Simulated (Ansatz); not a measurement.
## Anthracene C14H10

Level of theory: PBE (Ansatz, a program for electronic structure, PAW).

Settings: plane-wave cutoff 500 eV, 6×8×6 k mesh (along the axes of the cell as run), Fermi–Dirac smearing 0.05 eV, scalar-relativistic PAW data made under PBE.

Cell: relaxed at this level.

```yaml
volume_per_atom: 12.67 Å³/atom
band_gap: 2.18 eV (on the SCF k mesh)
```

Measured, for comparison: band gap 3.72 eV (temperature not stated, no zero-point or thermal correction, photoemission, molecular crystal; as tabulated in Skone et al. (2016), arXiv:1605.02812). Computed (rounded) less measured: band gap -1.54 eV.

Note: the cell comes from a level without a dispersion term, which matters for the spacing of layers, chains or molecules; the volume lies 33 % above that of the published cell.

Static lattice: no zero-point or thermal effects.
